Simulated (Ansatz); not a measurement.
MgS2⁻. Charge -1, multiplicity 2. Geometry PBE0-D4/def2-TZVPD.

```xyz
3

Mg    1.0122    0.3895    0.8677
S    -0.4940   -1.1889   -0.0016
S    -0.5182    0.7994   -0.8661
```

At PBE-D4/def2-TZVPD, BLYP-D4/def2-TZVPD, r2SCAN-D4/def2-TZVPD the highest occupied level of the charge -1 doublet lies above zero (up to 0.67 eV). By energy differences its removal costs 2.33 eV (vertical, to the charge 0 triplet, at PBE0-D4/def2-TZVPD). The structure comes from a short search, and lower isomers may exist.

Q: Estimate the α-spin orbital energies around the gap (eV) in Ansatz with PBE-D4/def2-TZVPD, BLYP-D4/def2-TZVPD, r2SCAN-D4/def2-TZVPD, PBE0-D4/def2-TZVPD, r2SCAN0-D4/def2-TZVPD.

A: 
```json
{"orbital": "HOMO−13", "PBE-D4/def2-TZVPD": "-149.02", "BLYP-D4/def2-TZVPD": "-149.01", "r2SCAN-D4/def2-TZVPD": "-151.71", "PBE0-D4/def2-TZVPD": "-155.64", "r2SCAN0-D4/def2-TZVPD": "-157.61"}
{"orbital": "HOMO−12", "PBE-D4/def2-TZVPD": "-149.02", "BLYP-D4/def2-TZVPD": "-149.01", "r2SCAN-D4/def2-TZVPD": "-151.71", "PBE0-D4/def2-TZVPD": "-155.63", "r2SCAN0-D4/def2-TZVPD": "-157.61"}
{"orbital": "HOMO−11", "PBE-D4/def2-TZVPD": "-75.39", "BLYP-D4/def2-TZVPD": "-75.28", "r2SCAN-D4/def2-TZVPD": "-78.49", "PBE0-D4/def2-TZVPD": "-81.42", "r2SCAN0-D4/def2-TZVPD": "-83.55"}
{"orbital": "HOMO−10", "PBE-D4/def2-TZVPD": "-42.55", "BLYP-D4/def2-TZVPD": "-42.62", "r2SCAN-D4/def2-TZVPD": "-44.00", "PBE0-D4/def2-TZVPD": "-46.68", "r2SCAN0-D4/def2-TZVPD": "-47.70"}
{"orbital": "HOMO−9", "PBE-D4/def2-TZVPD": "-42.48", "BLYP-D4/def2-TZVPD": "-42.55", "r2SCAN-D4/def2-TZVPD": "-43.92", "PBE0-D4/def2-TZVPD": "-46.63", "r2SCAN0-D4/def2-TZVPD": "-47.65"}
{"orbital": "HOMO−8", "PBE-D4/def2-TZVPD": "-42.46", "BLYP-D4/def2-TZVPD": "-42.54", "r2SCAN-D4/def2-TZVPD": "-43.92", "PBE0-D4/def2-TZVPD": "-46.61", "r2SCAN0-D4/def2-TZVPD": "-47.63"}
{"orbital": "HOMO−7", "PBE-D4/def2-TZVPD": "-13.04", "BLYP-D4/def2-TZVPD": "-12.83", "r2SCAN-D4/def2-TZVPD": "-13.80", "PBE0-D4/def2-TZVPD": "-15.28", "r2SCAN0-D4/def2-TZVPD": "-15.76"}
{"orbital": "HOMO−6", "PBE-D4/def2-TZVPD": "-9.31", "BLYP-D4/def2-TZVPD": "-9.14", "r2SCAN-D4/def2-TZVPD": "-9.86", "PBE0-D4/def2-TZVPD": "-11.22", "r2SCAN0-D4/def2-TZVPD": "-11.59"}
{"orbital": "HOMO−5", "PBE-D4/def2-TZVPD": "-3.26", "BLYP-D4/def2-TZVPD": "-3.04", "r2SCAN-D4/def2-TZVPD": "-3.53", "PBE0-D4/def2-TZVPD": "-4.45", "r2SCAN0-D4/def2-TZVPD": "-4.63"}
{"orbital": "HOMO−4", "PBE-D4/def2-TZVPD": "-3.02", "BLYP-D4/def2-TZVPD": "-2.80", "r2SCAN-D4/def2-TZVPD": "-3.29", "PBE0-D4/def2-TZVPD": "-4.13", "r2SCAN0-D4/def2-TZVPD": "-4.31"}
{"orbital": "HOMO−3", "PBE-D4/def2-TZVPD": "-2.01", "BLYP-D4/def2-TZVPD": "-1.79", "r2SCAN-D4/def2-TZVPD": "-2.28", "PBE0-D4/def2-TZVPD": "-3.24", "r2SCAN0-D4/def2-TZVPD": "-3.43"}
{"orbital": "HOMO−2", "PBE-D4/def2-TZVPD": "-0.37", "BLYP-D4/def2-TZVPD": "-0.19", "r2SCAN-D4/def2-TZVPD": "-0.54", "PBE0-D4/def2-TZVPD": "-1.38", "r2SCAN0-D4/def2-TZVPD": "-1.50"}
{"orbital": "HOMO−1", "PBE-D4/def2-TZVPD": "-0.04", "BLYP-D4/def2-TZVPD": "0.16", "r2SCAN-D4/def2-TZVPD": "-0.23", "PBE0-D4/def2-TZVPD": "-0.82", "r2SCAN0-D4/def2-TZVPD": "-0.92"}
{"orbital": "HOMO", "PBE-D4/def2-TZVPD": "0.49", "BLYP-D4/def2-TZVPD": "0.66", "r2SCAN-D4/def2-TZVPD": "0.35", "PBE0-D4/def2-TZVPD": "-0.52", "r2SCAN0-D4/def2-TZVPD": "-0.63"}
{"orbital": "LUMO", "PBE-D4/def2-TZVPD": "2.36", "BLYP-D4/def2-TZVPD": "2.55", "r2SCAN-D4/def2-TZVPD": "2.52", "PBE0-D4/def2-TZVPD": "2.79", "r2SCAN0-D4/def2-TZVPD": "2.91"}
{"orbital": "LUMO+1", "PBE-D4/def2-TZVPD": "2.42", "BLYP-D4/def2-TZVPD": "2.56", "r2SCAN-D4/def2-TZVPD": "2.69", "PBE0-D4/def2-TZVPD": "2.89", "r2SCAN0-D4/def2-TZVPD": "3.07"}
{"orbital": "LUMO+2", "PBE-D4/def2-TZVPD": "2.93", "BLYP-D4/def2-TZVPD": "3.05", "r2SCAN-D4/def2-TZVPD": "3.36", "PBE0-D4/def2-TZVPD": "3.32", "r2SCAN0-D4/def2-TZVPD": "3.51"}
{"orbital": "LUMO+3", "PBE-D4/def2-TZVPD": "3.08", "BLYP-D4/def2-TZVPD": "3.22", "r2SCAN-D4/def2-TZVPD": "3.38", "PBE0-D4/def2-TZVPD": "3.69", "r2SCAN0-D4/def2-TZVPD": "3.89"}
{"orbital": "LUMO+4", "PBE-D4/def2-TZVPD": "3.42", "BLYP-D4/def2-TZVPD": "3.47", "r2SCAN-D4/def2-TZVPD": "3.91", "PBE0-D4/def2-TZVPD": "3.78", "r2SCAN0-D4/def2-TZVPD": "4.06"}
{"orbital": "LUMO+5", "PBE-D4/def2-TZVPD": "4.06", "BLYP-D4/def2-TZVPD": "4.11", "r2SCAN-D4/def2-TZVPD": "4.46", "PBE0-D4/def2-TZVPD": "4.61", "r2SCAN0-D4/def2-TZVPD": "4.86"}
{"orbital": "β HOMO", "PBE-D4/def2-TZVPD": "0.50", "BLYP-D4/def2-TZVPD": "0.67", "r2SCAN-D4/def2-TZVPD": "0.36", "PBE0-D4/def2-TZVPD": "-0.51", "r2SCAN0-D4/def2-TZVPD": "-0.61"}
{"orbital": "β LUMO", "PBE-D4/def2-TZVPD": "1.18", "BLYP-D4/def2-TZVPD": "1.22", "r2SCAN-D4/def2-TZVPD": "1.35", "PBE0-D4/def2-TZVPD": "1.84", "r2SCAN0-D4/def2-TZVPD": "1.64"}
```
